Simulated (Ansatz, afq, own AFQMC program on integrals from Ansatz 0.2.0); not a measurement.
AFQMC on a folder of integrals that Ansatz 0.2.0 wrote.

```yaml
crystal:
  periodic: [false, false, false]
  atoms:
    - {symbol: Ge, position_ang: [0.000000, 0.014339, 0.274342]}
    - {symbol: C, position_ang: [0.000000, -0.148650, -1.681807]}
    - {symbol: H, position_ang: [0.000002, 1.406130, 0.943111]}
    - {symbol: H, position_ang: [1.247538, -0.768698, 0.724686]}
    - {symbol: H, position_ang: [-1.247540, -0.768695, 0.724686]}
    - {symbol: H, position_ang: [0.000001, 0.869212, -2.123146]}
basis:
  gaussian: {orbitals: 6-31G}
magnetization: {spin_polarized: false}
correlation: {method: ccsd_t, electrons: outside_noble_gas, hamiltonian_folder: ham}
```

```sh
$ ansatz run in.yaml --threads 1 --pin off --events-out ev --progress --plain --max-ram 1382MiB
```

Options of the walk:

```
--method phaseless --trial cisd --walkers 90 --populations 1 --least-time 40 --time-step 0.005 --steps-per-block 50 --equilibration-blocks 28 --max-blocks 300 --target-error 0.00042 --factor-cut 1e-05 --seed 3505 --release-times 0.24,0.51,0.99,1.62,2.4 --release-step 0.03 --release-every 4 --taylor-order 6
```

Times are imaginary, in 1/Eh. The walk had a cap of 508 s. Filled inner d shells are frozen with the cores.

```
orbitals 31  electrons 6 6  factors 264 of 505
reference energy -2115.02297290 Eh
CCSD correlation -0.15799675 Eh in 13 cycles, weight of the determinant in the CISD state 0.8835
energy of the start -2115.180970 Eh
 block  time / (1/Eh)  mean weight  energy / Eh
     1     0.250  0.9999  -2115.178820
     2     0.500  1.0009  -2115.178536
     3     0.750  1.0005  -2115.179676
     4     1.000  0.9996  -2115.178971
     5     1.250  1.0004  -2115.180127
     7     1.750  1.0012  -2115.180255
     9     2.250  1.0001  -2115.181943
    13     3.250  0.9997  -2115.183136
    25     6.250  1.0003  -2115.184119
    37     9.250  1.0001  -2115.183436
    49    12.250  1.0003  -2115.182999
    61    15.250  1.0001  -2115.188407
    73    18.250  1.0008  -2115.182471
    85    21.250  1.0005  -2115.188551
    97    24.250  1.0000  -2115.189367
   109    27.250  0.9999  -2115.185915
   121    30.250  0.9995  -2115.187262
   133    33.250  0.9999  -2115.188382
   145    36.250  1.0008  -2115.183169
   157    39.250  1.0000  -2115.186745
   169    42.250  0.9994  -2115.192510
   181    45.250  1.0010  -2115.186584
   193    48.250  1.0041  -2115.181161
   205    51.250  0.9986  -2115.186532
   217    54.250  1.0016  -2115.182575
   229    57.250  1.0004  -2115.186301
   241    60.250  0.9993  -2115.183648
   247    61.750  1.0006  -2115.185162
blocks merged  error / Eh  count
     1  0.000222  220
     2  0.000283  110
     4  0.000353  55
     8  0.000399  27
    16  0.000433  13
released: time / (1/Eh)  energy / Eh  error  mean overlap
  0.24  -2115.186290  0.000456  1.0020
  0.51  -2115.186570  0.000430  0.9970
  0.99  -2115.186597  0.000315  0.9894
  1.62  -2115.186416  0.000395  0.9862
  2.40  -2115.186938  0.000486  0.9795
energy -2115.186517 +/- 0.000399 Eh
(rows thinned)
```

Task: Estimate how long the walk took on 1 thread of Intel(R) Xeon(R) Platinum 8488C (Sapphire Rapids) (shared host).

Result: 2.7 min of wall time.

The run passed its tests (sampling time, drift between the halves within three errors, error under three times the target), which doesn't prove that it has relaxed.

Against this walk (error 10.9 meV) on the same determinant: CCSD(T) 53.5 meV higher. The error is statistical and leaves out the bias of the constraint. Released to 2.40 1/Eh the energy moves by -11 ± 17 meV (both errors), within twice the noise.

Cautions: constraint bias not in the error; no relativity below Rb; no spin-orbit coupling; inner d shell frozen; higher spins were not checked; restricted determinant unstable towards unrestricted (UHF 649 meV lower, ⟨S²⟩ 0.81).

A walk keeps the symmetry of its determinant, which the program's search chose and which needn't be the lowest solution, so a lower state of the same spin and another symmetry isn't excluded.
